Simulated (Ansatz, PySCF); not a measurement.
Bond stretch in SMILES CCl, singlet. The C1–H5 bond (C1 also carries Cl, H, H; H5 carries nothing else) is pulled apart rigidly from the PBE0/def2-TZVP optimised geometry.

Methods: UHF/cc-pVTZ (Ansatz, a program for electronic structure); RHF/cc-pVTZ (Ansatz); UKS-PBE = unrestricted PBE/cc-pVTZ (Ansatz); RKS-PBE = restricted PBE/cc-pVTZ run with Ansatz; UKS-CAM-B3LYP = unrestricted CAM-B3LYP/cc-pVTZ run with Ansatz; RKS-CAM-B3LYP = restricted CAM-B3LYP/cc-pVTZ in Ansatz; UKS-PBE0 = unrestricted PBE0/cc-pVTZ run with Ansatz; RKS-PBE0 = restricted PBE0/cc-pVTZ in Ansatz; UKS-B3LYP/6-31G* = PySCF with unrestricted B3LYP/6-31G*, spherical d; RKS-B3LYP/6-31G* = restricted B3LYP/6-31G*, spherical d (PySCF); UKS-BP86/6-31G* = unrestricted BP86/6-31G*, spherical d (PySCF); RKS-BP86/6-31G* = PySCF 2.14.0 with restricted BP86/6-31G*, spherical d.

Scanned distances (Å): 0.89, 0.91, 0.99, 1.01, 1.05, 1.09, 1.12, 1.15, 1.20, 1.24, 1.35, 1.48, 1.61, 1.78, 1.99, 2.21, 2.40, 2.67, 2.95, 3.24, 3.88.

Where does the unrestricted solution first break spin symmetry (<S²> of 0.01 or more)?

UHF: between 1.61 and 1.78 Å; UKS-PBE: between 1.99 and 2.21 Å; UKS-CAM-B3LYP: between 1.78 and 1.99 Å; UKS-PBE0: between 1.78 and 1.99 Å; UKS-B3LYP/6-31G*: between 1.78 and 1.99 Å; UKS-BP86/6-31G*: between 1.99 and 2.21 Å.

```tsv
R / Å	<S²> UHF	E(RHF) − E(UHF) / mEh	<S²> UKS-PBE	E(RKS-PBE) − E(UKS-PBE) / mEh	<S²> UKS-CAM-B3LYP	E(RKS-CAM-B3LYP) − E(UKS-CAM-B3LYP) / mEh	<S²> UKS-PBE0	E(RKS-PBE0) − E(UKS-PBE0) / mEh	<S²> UKS-B3LYP/6-31G*	E(RKS-B3LYP/6-31G*) − E(UKS-B3LYP/6-31G*) / mEh	<S²> UKS-BP86/6-31G*	E(RKS-BP86/6-31G*) − E(UKS-BP86/6-31G*) / mEh
0.89	0.00	0.0	0.00	0.0	0.00	0.0	0.00	0.0	0.00	0.0	0.00	0.0
0.91	0.00	0.0	0.00	0.0	0.00	0.0	0.00	0.0	0.00	0.0	0.00	0.0
0.99	0.00	0.0	0.00	0.0	0.00	0.0	0.00	0.0	0.00	0.0	0.00	0.0
1.01	0.00	0.0	0.00	0.0	0.00	0.0	0.00	0.0	0.00	0.0	0.00	0.0
1.05	0.00	0.0	0.00	0.0	0.00	0.0	0.00	0.0	0.00	0.0	0.00	0.0
1.09	0.00	0.0	0.00	0.0	0.00	0.0	0.00	0.0	0.00	0.0	0.00	0.0
1.12	0.00	0.0	0.00	0.0	0.00	0.0	0.00	0.0	0.00	0.0	0.00	0.0
1.15	0.00	0.0	0.00	0.0	0.00	0.0	0.00	0.0	0.00	0.0	0.00	0.0
1.20	0.00	0.0	0.00	0.0	0.00	0.0	0.00	0.0	0.00	0.0	0.00	0.0
1.24	0.00	0.0	0.00	0.0	0.00	0.0	0.00	0.0	0.00	0.0	0.00	0.0
1.35	0.00	0.0	0.00	0.0	0.00	0.0	0.00	0.0	0.00	0.0	0.00	0.0
1.48	0.00	0.0	0.00	0.0	0.00	0.0	0.00	0.0	0.00	0.0	0.00	0.0
1.61	0.00	0.0	0.00	0.0	0.00	0.0	0.00	0.0	0.00	0.0	0.00	0.0
1.78	0.38	5.9	0.00	0.0	0.00	0.0	0.00	0.0	0.00	0.0	0.00	0.0
1.99	0.68	26.0	0.00	0.0	0.18	0.9	0.08	0.1	0.03	0.0	0.00	0.0
2.21	0.84	51.5	0.18	0.4	0.53	9.6	0.53	7.3	0.43	5.0	0.09	0.1
2.40	0.91	73.1	0.55	4.9	0.73	21.0	0.74	17.7	0.66	13.6	0.47	3.6
2.67	0.97	100.7	0.82	15.0	0.88	38.1	0.89	33.6	0.85	27.6	0.77	12.6
2.95	0.99	124.8	0.93	25.6	0.95	54.5	0.96	48.4	0.94	41.1	0.90	22.6
3.24	1.00	145.2	0.97	34.6	0.98	68.8	0.99	60.7	0.98	52.7	0.96	31.5
3.88	1.01	177.8	1.00	47.3	1.00	91.4	1.00	78.6	1.00	70.1	1.00	44.5
```
